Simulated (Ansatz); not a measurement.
Z-matrix (Å, degrees):
```
N
O 1 1.170
F 1 1.442 2 112.2
O 1 1.170 2 135.6 3 180.0
```

The species carries charge 0 and has multiplicity 1.

Question: List the r2SCAN/def2-TZVPP orbital energies in eV (Ansatz). (An estimate is asked.)

Answer: The calculation gave: Occupied: -667.59, -518.82, -518.82, -394.61, -36.04, -31.76, -31.04, -18.55, -16.25, -16.16, -15.15, -11.41, -10.99, -10.24, -9.98, -8.92. Lowest empty: -3.50, -1.70, 3.70, 6.86, 7.32, 8.26, 8.72, 10.93.
